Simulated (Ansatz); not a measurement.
Frontier orbitals of AlH₃SSi, SMILES `[AlH]1[SiH2][S]1`.

Charge 0, multiplicity 1. The structure was optimised at the PBE0-D4/def2-TZVP level. Basis def2-TZVPP, Ansatz 0.2.0.

```
functional  HOMO (eV)  LUMO (eV)  gap (eV)
       PBE      -5.68      -2.54      3.14
      PBE0      -6.65      -1.80      4.85
   r2SCANh      -6.23      -2.06      4.17
   ωB97X-V      -8.77       0.12      8.89
   ωB97M-V      -8.56      -0.11      8.45
        HF      -8.81       0.97      9.78
```

Question: What is the vertical ionisation energy at frozen-core CCSD(T)/CBS(def2)? (An estimate is asked.)

Answer: The calculation gave: 8.78 eV (T1 of the cation 0.019).

From PBE to PBE0 the HOMO moves by −0.97 eV and the LUMO by +0.74 eV, and with ωB97M-V by −2.88 and +2.43 eV, so the gap grows from 3.15 to 8.46 eV with exact exchange. −ε(HOMO) differs from that ionisation energy by −3.10 eV with PBE and −0.21 eV with ωB97M-V.
